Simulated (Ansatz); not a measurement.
# A rate constant, worked out

An elementary step of C₂H₃N, closed shell (C₂H₃N (CC#N) → C₂H₃N ([C][N][CH3]); C–C broken or loosened, C–N formed or tightened). The start structure is the reactant molecule, and the electronic barrier above it is 2.776 eV by CCSD(T) at an estimated basis limit (MP2 extrapolated from triple and quadruple zeta, plus CCSD(T) − MP2 in triple zeta). Computed with Ansatz 0.2.0 (basis: def2-TZVPP and def2-QZVPP); correlated methods freeze the cores. Extrapolation: Hartree–Fock as exp(−7.88 √X), correlation as X^−2.97. Harmonic wavenumbers at PBE0-D4/def2-TZVP (Ansatz 0.2.0), in cm⁻¹:

Start: 390, 390, 951, 1053, 1053, 1401, 1464, 1464, 2393, 3070, 3151, 3151.

Saddle: 408i, 219, 649, 990, 993, 1321, 1459, 1465, 2032, 3100, 3191, 3238.

(1) Work out the transition-state-theory rate constant at 400 K from these numbers alone (harmonic vibrations; rotation, path degeneracy and anharmonicity left out), and the Wigner tunnelling factor. Use 1 cm⁻¹ = 1.2398 × 10⁻⁴ eV and k_B = 8.617 × 10⁻⁵ eV/K.

T1 diagnostic: at most 0.019.

Results:

(1) Zero-point energies, half the sums: start 19931/2 cm⁻¹ = 1.2356 eV; saddle, real modes only, 18657/2 cm⁻¹ = 1.1566 eV.
Barrier with zero-point energy: 2.776 + 1.1566 − 1.2356 = 2.6970 eV.
k_BT = 0.03447 eV, so the barrier is 78.24 k_BT.
Vibrational partition functions from the zero-point level, ln q = −Σ ln(1 − exp(−hν/k_BT)): start 0.661, saddle 0.786.
k = (k_BT/h) exp(ln q‡ − ln q) exp(−E0/k_BT), with log₁₀(k_BT/h in s⁻¹) = 12.92: log₁₀ k = 12.92 + (0.125 − 78.24)/2.3026 = -21.00, so k ≈ 1 × 10^(-21) s⁻¹.
Wigner factor: 1 + (hν‡/k_BT)²/24 = 1 + (1.47)²/24 = 1.09. A change of 1 kcal/mol (0.043 eV) in the barrier would change k by a factor of 3.5 at this temperature.

Labels in which every atom is bracketed show which atoms are joined, not bond orders.

For scale, one of the runs: CCSD(T)/def2-TZVPP, 135 basis functions, launched by `ansatz run in.yaml --threads 2 --pin off --events-out ev --progress --plain --max-ram 4352MiB`. The run took 9.5 s on 2 CPU threads of an Arm Neoverse V1 (shared host), with 0.73 GiB of host memory at its peak.
